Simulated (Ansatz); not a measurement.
Two isomers of C4H6S: A = `CC1=CSC1`, B = `C1=CSCC1`.

Calculated with Ansatz (gas phase, PBE0-D4/def2-TZVP geometries, no zero-point term in ΔE). CCSD(T)/CBS is the MP2 limit (def2-TZVPP, def2-QZVPP) plus CCSD(T) − MP2 in def2-TZVPP, frozen cores. Functionals use def2-TZVPP. B3LYP here is the variant with VWN-RPA as its local correlation; programs differ in this.

(1) Which isomer does CCSD(T)/CBS put lower? Give the gap. (An estimate is asked.)

(2) Give E(B) − E(A) in kcal/mol with CCSD(T)/def2-TZVPP, CCSD/def2-TZVPP, MP2/def2-TZVPP, B3LYP, B2PLYP, ωB97M-V, CCSD(T)/def2-SVP. (Estimate.)

(3) Does the order hold for the free energy at 298.15 K (harmonic terms from PBE0-D4)? (Best estimate.)

Largest T1 diagnostic: 0.012.

Answers

(1) Ansatz gave: B, by 16.4 kcal/mol.

(2) Ansatz gave: CCSD(T)/def2-TZVPP -16.5, CCSD/def2-TZVPP -16.7, MP2/def2-TZVPP -16.2, B3LYP -15.3, B2PLYP -15.8, ωB97M-V -16.1, CCSD(T)/def2-SVP -16.5. None reverses the order clearly.

(3) The calculation gave: Yes: G(B) − G(A) = -14.8 kcal/mol.

The D4 term adds −0.9 kcal/mol with B3LYP and −0.4 kcal/mol with PBE0; it sums over pairs of atoms, weighted by their polarisabilities, and B3LYP, whose exchange is more repulsive, gets the larger term. From BLYP to BHLYP (50 % exact exchange), in def2-TZVPP and without D4, E(B) − E(A) moves by −2.5 kcal/mol.
